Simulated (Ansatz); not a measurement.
# Nudged elastic band run: CH$_{4}$BO, charge +1

Input:

```yaml
crystal:
  periodic: [false, false, false]
  atoms:
    - { symbol: B, position_ang: [-1.051646, 0.418071, -0.681674] }
    - { symbol: O, position_ang: [-0.060481, -0.174503, 0.117021] }
    - { symbol: C, position_ang: [1.001486, -0.415606, 0.662777] }
    - { symbol: H, position_ang: [-1.135829, -0.031984, -1.774277] }
    - { symbol: H, position_ang: [-1.683507, 1.258297, -0.13571] }
    - { symbol: H, position_ang: [1.051951, -1.262112, 1.354018] }
    - { symbol: H, position_ang: [1.878037, 0.207847, 0.457845] }
total_charge: 1
basis:
  gaussian: { orbitals: def2-SVP }
hamiltonian:
  xc: { name: BHLYP }
neb:
  order_check: false
  images: 5
  f_tol: 0.05
  max_iterations: 60
  final_atoms:
    - { symbol: B, position_ang: [-1.06960053, 0.39356962, -0.66785469] }
    - { symbol: O, position_ang: [0.16666968, 0.1367439, -0.05264152] }
    - { symbol: C, position_ang: [1.03867684, -0.36481741, 0.63438973] }
    - { symbol: H, position_ang: [-1.22164894, -0.1500868, -1.70936029] }
    - { symbol: H, position_ang: [-1.76707229, 1.14439572, -0.07355634] }
    - { symbol: H, position_ang: [0.81500302, -1.24005311, 1.2533018] }
    - { symbol: H, position_ang: [2.03798321, 0.08025807, 0.61572131] }
  initial_path:
    images:
      - { positions_ang: [[-1.051646, 0.418071, -0.681674], [-0.060481, -0.174503, 0.117021], [1.001486, -0.415606, 0.662777], [-1.135829, -0.031984, -1.774277], [-1.683507, 1.258297, -0.13571], [1.051951, -1.262112, 1.354018], [1.878037, 0.207847, 0.457845]] }
      - { positions_ang: [[-1.03363788, 0.4474619, -0.74730936], [-0.05837964, -0.0804672, 0.03897361], [0.95320848, -0.3661927, 0.64387557], [-1.17184242, -0.04672141, -1.80519774], [-1.49202062, 1.04160812, 0.0369943], [0.92598046, -1.16960641, 1.37283603], [1.8767026, 0.17392769, 0.4598276]] }
      - { positions_ang: [[-1.01562976, 0.4768528, -0.81294472], [-0.05627828, 0.0135686, -0.03907378], [0.90493097, -0.31677939, 0.62497414], [-1.20785584, -0.06145882, -1.83611849], [-1.30053423, 0.82491925, 0.20969859], [0.80000993, -1.07710082, 1.39165406], [1.87536821, 0.14000838, 0.46181019]] }
      - { positions_ang: [[-0.99762163, 0.5062437, -0.87858008], [-0.05417692, 0.1076044, -0.11712117], [0.85665345, -0.26736609, 0.6060727], [-1.24386925, -0.07619623, -1.86703923], [-1.10904785, 0.60823037, 0.38240289], [0.67403939, -0.98459523, 1.41047209], [1.87403381, 0.10608907, 0.46379279]] }
      - { positions_ang: [[-1.0216146, 0.46868567, -0.80833828], [0.01943861, 0.11731757, -0.09562795], [0.91732792, -0.29984986, 0.61551171], [-1.23646248, -0.10082642, -1.81447958], [-1.32838933, 0.78695216, 0.23041648], [0.72102727, -1.06974786, 1.35808199], [1.92868361, 0.09747874, 0.51443563]] }
      - { positions_ang: [[-1.04560756, 0.43112765, -0.73809648], [0.09305415, 0.12703074, -0.07413473], [0.97800238, -0.33233363, 0.62495072], [-1.22905571, -0.12545661, -1.76191994], [-1.54773081, 0.96567394, 0.07843007], [0.76801515, -1.15490048, 1.3056919], [1.98333341, 0.08886841, 0.56507847]] }
      - { positions_ang: [[-1.06960053, 0.39356962, -0.66785469], [0.16666968, 0.1367439, -0.05264152], [1.03867684, -0.36481741, 0.63438973], [-1.22164894, -0.1500868, -1.70936029], [-1.76707229, 1.14439572, -0.07355634], [0.81500302, -1.24005311, 1.2533018], [2.03798321, 0.08025807, 0.61572131]] }
```

Run as:

```bash
$ ansatz run input.yaml --threads 1 --pin off --max-ram 2048MiB --backend cpu --events-out ev --progress --plain --runs-dir out
```

Output, in part (warnings, iteration lines, the closing report on the highest movable image, with atoms numbered from 0):

```
NEB end point (image 0): max|allowed force component| = 5.482e-3 eV/Å (the criterion of neb.relax_end_points is 1.000e-2)
NEB end point (image 6): max|allowed force component| = 8.922e-3 eV/Å (the criterion of neb.relax_end_points is 1.000e-2)
NEB iter   1: max|band force component| = 7.149e0 eV/Å  barrier→ = 4.3569 eV  barrier← = 4.3569 eV  Δτ_max = 0.1820 Å  (168 SCF iters)
NEB iter   2: max|band force component| = 5.749e0 eV/Å  barrier→ = 2.5902 eV  barrier← = 2.5902 eV  Δτ_max = 0.2000 Å  (146 SCF iters)
NEB iter   3: max|band force component| = 2.165e0 eV/Å  barrier→ = 1.1004 eV  barrier← = 1.1004 eV  Δτ_max = 0.1986 Å  (146 SCF iters)
NEB iter   4: max|band force component| = 2.032e0 eV/Å  barrier→ = 0.5877 eV  barrier← = 0.5877 eV  Δτ_max = 0.1026 Å  (134 SCF iters)
NEB iter   5: max|band force component| = 1.130e0 eV/Å  barrier→ = 0.2610 eV  barrier← = 0.2610 eV  Δτ_max = 0.0990 Å  (133 SCF iters)
NEB iter   6: max|band force component| = 5.540e-1 eV/Å  barrier→ = 0.1076 eV  barrier← = 0.1077 eV  Δτ_max = 0.0988 Å  (127 SCF iters)
NEB iter   7: max|band force component| = 6.908e-1 eV/Å  barrier→ = 0.0805 eV  barrier← = 0.0805 eV  Δτ_max = 0.0497 Å  (122 SCF iters)
NEB iter   8: max|band force component| = 6.799e-1 eV/Å  barrier→ = 0.0687 eV  barrier← = 0.0687 eV  Δτ_max = 0.0505 Å  (122 SCF iters)
NEB iter   9: max|band force component| = 5.914e-1 eV/Å  barrier→ = 0.0506 eV  barrier← = 0.0507 eV  Δτ_max = 0.0251 Å  (123 SCF iters)
NEB iter  10: max|band force component| = 4.078e-1 eV/Å  barrier→ = 0.0332 eV  barrier← = 0.0332 eV  CI = image 3  Δτ_max = 0.0250 Å  (121 SCF iters)
NEB iter  11: max|band force component| = 2.408e-1 eV/Å  barrier→ = 0.0250 eV  barrier← = 0.0250 eV  CI = image 3  Δτ_max = 0.0125 Å  (121 SCF iters)
NEB iter  12: max|band force component| = 2.350e-1 eV/Å  barrier→ = 0.0200 eV  barrier← = 0.0200 eV  CI = image 3  Δτ_max = 0.0125 Å  (119 SCF iters)
NEB iter  13: max|band force component| = 1.926e-1 eV/Å  barrier→ = 0.0151 eV  barrier← = 0.0151 eV  CI = image 3  Δτ_max = 0.0125 Å  (121 SCF iters)
NEB iter  14: max|band force component| = 1.278e-1 eV/Å  barrier→ = 0.0122 eV  barrier← = 0.0122 eV  CI = image 3  Δτ_max = 0.0125 Å  (120 SCF iters)
NEB iter  15: max|band force component| = 1.552e-1 eV/Å  barrier→ = 0.0119 eV  barrier← = 0.0119 eV  CI = image 3  Δτ_max = 0.0125 Å  (118 SCF iters)
NEB iter  16: max|band force component| = 1.554e-1 eV/Å  barrier→ = 0.0098 eV  barrier← = 0.0098 eV  CI = image 3  Δτ_max = 0.0062 Å  (121 SCF iters)
NEB iter  17: max|band force component| = 1.195e-1 eV/Å  barrier→ = 0.0088 eV  barrier← = 0.0088 eV  CI = image 3  Δτ_max = 0.0062 Å  (113 SCF iters)
NEB iter  18: max|band force component| = 1.035e-1 eV/Å  barrier→ = 0.0077 eV  barrier← = 0.0077 eV  CI = image 3  Δτ_max = 0.0031 Å  (115 SCF iters)
NEB iter  19: max|band force component| = 8.894e-2 eV/Å  barrier→ = 0.0071 eV  barrier← = 0.0071 eV  CI = image 3  Δτ_max = 0.0016 Å  (112 SCF iters)
NEB iter  20: max|band force component| = 8.577e-2 eV/Å  barrier→ = 0.0068 eV  barrier← = 0.0068 eV  CI = image 3  Δτ_max = 0.0031 Å  (101 SCF iters)
NEB iter  21: max|band force component| = 7.904e-2 eV/Å  barrier→ = 0.0062 eV  barrier← = 0.0062 eV  CI = image 3  Δτ_max = 0.0062 Å  (108 SCF iters)
NEB iter  22: max|band force component| = 6.788e-2 eV/Å  barrier→ = 0.0053 eV  barrier← = 0.0053 eV  CI = image 3  Δτ_max = 0.0125 Å  (107 SCF iters)
NEB iter  23: max|band force component| = 8.789e-2 eV/Å  barrier→ = 0.0041 eV  barrier← = 0.0041 eV  CI = image 3  Δτ_max = 0.0062 Å  (118 SCF iters)
NEB iter  24: max|band force component| = 8.449e-2 eV/Å  barrier→ = 0.0032 eV  barrier← = 0.0033 eV  CI = image 3  Δτ_max = 0.0062 Å  (107 SCF iters)
NEB iter  25: max|band force component| = 1.043e-1 eV/Å  barrier→ = 0.0027 eV  barrier← = 0.0027 eV  CI = image 3  Δτ_max = 0.0031 Å  (112 SCF iters)
NEB iter  26: max|band force component| = 5.049e-2 eV/Å  barrier→ = 0.0025 eV  barrier← = 0.0025 eV  CI = image 3  Δτ_max = 0.0031 Å  (107 SCF iters)
NEB iter  27: max|band force component| = 4.070e-2 eV/Å  barrier→ = 0.0023 eV  barrier← = 0.0023 eV  CI = image 3  Δτ_max = 0.0000 Å  (234 SCF iters)
Total energy: -3811.69679872 eV, -140.0772736919 hartree
Atom 0 at    -1.078463     0.397741    -0.671270 Å, force    -0.001320     0.004623     0.009799 eV/Å
Atom 1 at     0.095519     0.022126    -0.011266 Å, force     0.002708     0.026043     0.028696 eV/Å
Atom 2 at     1.041285    -0.381082     0.639765 Å, force    -0.005494     0.002909    -0.011260 eV/Å
Atom 3 at    -1.220954    -0.085693    -1.742813 Å, force     0.006460    -0.013047    -0.004332 eV/Å
Atom 4 at    -1.754814     1.159327    -0.065330 Å, force    -0.000328    -0.003550    -0.010226 eV/Å
Atom 5 at     0.919720    -1.259404     1.282118 Å, force     0.001469    -0.008869    -0.007090 eV/Å
Atom 6 at     1.997718     0.146996     0.568795 Å, force    -0.003495    -0.008110    -0.005587 eV/Å
Dipole moment:     0.357516    -0.163950     0.256510 e Å
```

The run converged. The top lies less than 8 meV above the higher end, about what the thresholds resolve: that end is a shoulder or a very shallow well. A vibrational analysis at the climbing image gives one clearly imaginary mode, 61i cm⁻¹: a first-order saddle point. Limits of this set-up: the dipole of an ion depends on the origin.

Final band:

```csv
image,path coordinate (Å),energy (kcal/mol)
0,0.00,0.0
1,0.14,0.0
2,0.28,0.0
3,0.41,0.1
4,0.49,0.0
5,0.57,0.0
6,0.65,0.0
```

Run time: 100 s on 1 thread of Intel(R) Xeon(R) 6975P-C (Granite Rapids) (shared host), peak memory 0.12 GiB.
